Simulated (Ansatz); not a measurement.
# AlCCl (triplet): the correlation ladder, cc-pVDZ

The task here is to estimate one member of a computed series from the others.

Method: cc-pVDZ, core rule «outside noble gas», up to 11 orbitals frozen; program: Ansatz 0.2.0, Gaussian basis.

To be run: UHF; CCSD(T) on ROHF; CCSD(T) on UHF; BCCD(T) on ROHF; CISD as a restricted active space (open shells left free, so some higher excitations enter); CCSDT(Q) on ROHF; CCSDT(Q) on UHF; CASSCF and NEVPT2, 12 electrons in 11 orbitals.

10 further runs of the same task are left out: 5 that didn't finish, 5 set aside as unsound or not needed. Runs told in other sessions of the task aren't counted.

**What is computed**

The geometry is a PBE0/def2-TZVP stationary point (not a proven minimum) of the parent state, kept for this charge and spin.

3 atoms, charge 0, spin multiplicity 3.

Atoms are counted from 1 here; the program's logs count them from 0.

Bond lengths: Al1–C2 1.911 Å, C2–Cl3 1.634 Å. Angles: Al1–C2–Cl3 147.4°.

The first run:

in.yaml

```yaml
crystal:
  periodic: [false, false, false]
  atoms:
    - {symbol: Al, position_ang: [0.000000, -0.084423, 1.918457]}
    - {symbol: C, position_ang: [0.000000, 0.414488, 0.073585]}
    - {symbol: Cl, position_ang: [0.000000, -0.076169, -1.484972]}
basis:
  gaussian: {orbitals: cc-pVDZ}
magnetization: {spin_polarized: true, initial_magnetization: 2}
hamiltonian: {xc: hf}
output: {orbitals: {seedname: orbitals}}
```

Launch:

```sh
$ ansatz run in.yaml --threads 1 --pin off --events-out ev --progress --plain --max-ram 2393MiB
```

Among the steps run: UHF; CCSD(T) on ROHF; CCSD(T) on UHF; BCCD(T) on ROHF; CISD as a restricted active space (open shells left free, so some higher excitations enter); CCSDT(Q) on ROHF; CCSDT(Q) on UHF; CASSCF and NEVPT2, 12 electrons in 11 orbitals.

One of the session's tables, all rows but one given; the rest of the session is left out.

| method | from UCCSDT(Q) (kJ/mol) |
| --- | --- |
| ROHF | +847.8 |
| UHF | +818.2 |
| RMP2 | +131.0 |
| UMP2 | +139.6 |
| CISD | +120.5 |
| RCCSD | +31.8 |
| UCCSD | +31.4 |
| RCCSD(T) | +6.2 |
| UCCSD(T) | ? |
| BCCD(T) | +5.7 |
| RCCSDT | +2.3 |
| UCCSDT | +2.2 |
| RCCSDT(Q) | +0.3 |
| UCCSDT(Q) | 0 |
| CASSCF valence | +633.4 |
| NEVPT2 valence | +120.5 |

**Question.** Estimate the row for UCCSD(T).

The run gave: from UCCSDT(Q) (kJ/mol): +6.4. In the column «from UCCSDT(Q) (kJ/mol)» it lies between RCCSD(T) (+6.2) and UCCSD (+31.4).

Limits of these values: Restricted and unrestricted rows rest on different reference determinants; a gap between their highest levels can come from leftover correlation error, from unlike frozen cores or from another state.
